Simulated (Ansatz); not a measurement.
**BOF (SMILES O=BF): a rigid scan of the bond length B2–F3**

An exercise on one series of results from a longer session: the logs are not shown, and one member is left open.

Program: Ansatz 0.2.0, Gaussian basis. Level of theory: single points in def2-TZVPP. These are calculated values, not measurements.

Levels: PBE-D4, r2SCAN-D4, PBE0-D4, B3LYP-D4, wB97M-V, Hartree-Fock, MP2, CCSD, CCSD(T). The scan takes 1.128, 1.173, 1.238, 1.315, 1.399, 1.490, 1.587, 1.689, 1.795 Å.

Correlated methods freeze the cores. B3LYP uses VWN-RPA correlation.

18 further runs of the same task are left out: 18 set aside as unsound or not needed.

### Where the work starts

SMILES `O=BF`, 3 atoms, charge 0, spin multiplicity 1.

Atoms are counted from 1 here; the program's logs count them from 0.

Bond lengths: O1–B2 1.188 Å, B2–F3 1.282 Å. Angles: O1–B2–F3 179.9°.

As a file:

```
O     0.9733   -0.5591    0.4752
B     0.0248   -0.0150    0.0120
F    -0.9981    0.5741   -0.4872
```

The first run:

Input file relax/in.yaml:

```yaml
crystal:
  periodic: [false, false, false]
  atoms:
    - {symbol: O, position_ang: [0.973330, -0.559120, 0.475190]}
    - {symbol: B, position_ang: [0.024790, -0.014970, 0.012020]}
    - {symbol: F, position_ang: [-0.998120, 0.574100, -0.487210]}
basis:
  gaussian: {orbitals: def2-TZVP}
hamiltonian: {xc: pbe0, dispersion: d4}
relax: {f_tol: 0.005, max_steps: 200}
```

No record of the launch command was kept for these runs.

Among the steps run: Relaxation at PBE0-D4; Reference energies at the minimum; B2–F3 = 1.128 Å; B2–F3 = 1.173 Å; B2–F3 = 1.238 Å; B2–F3 = 1.315 Å; B2–F3 = 1.399 Å; B2–F3 = 1.490 Å; B2–F3 = 1.587 Å; B2–F3 = 1.689 Å; B2–F3 = 1.795 Å.

One table of the session follows, with a row left open; its other results are not shown here.

It belongs to the step «The curves». Energies less that of the minimum at the same level (kcal/mol):

| bond length (Å) | PBE-D4 | PBE0-D4 | B3LYP-D4 | wB97M-V | Hartree-Fock |
| --- | --- | --- | --- | --- | --- |
| 1.128 | 23.4 | 20.8 | 21.5 | 21.9 | 17.5 |
| 1.173 | 11.2 | 9.4 | 9.9 | 10.2 | 7.0 |
| 1.238 | 2.1 | 1.3 | 1.5 | 1.6 | 0.4 |
| 1.282 (minimum) | 0.0 | 0.0 | 0.0 | 0.0 | 0.0 |
| 1.315 | 0.1 | 0.6 | 0.5 | 0.4 | 1.4 |
| 1.399 | 4.9 | 6.7 | 6.2 | 6.0 | 9.4 |
| 1.490 | ? | ? | ? | ? | ? |
| 1.587 | 27.9 | 32.7 | 31.1 | 31.0 | 39.8 |
| 1.689 | 43.0 | 49.2 | 47.1 | 47.3 | 58.8 |
| 1.795 | 58.7 | 66.3 | 63.7 | 64.4 | 78.6 |

Q: Estimate the row for bond length (Å) = 1.490 from the others.

Worked estimate for «PBE-D4». A straight line through the neighbours (1.399, 4.9) and (1.587, 27.9) gives 4.9 + (27.9 − 4.9) × (1.490 − 1.399) / (1.587 − 1.399) = 16.0; a parabola fitted to 4 rows on both sides gives 14.8.

The run gave: PBE-D4: 14.7; PBE0-D4: 18.0; B3LYP-D4: 16.9; wB97M-V: 16.8; Hartree-Fock: 22.8. In «PBE-D4» the line misses by +1.3 and the parabola by +0.1.
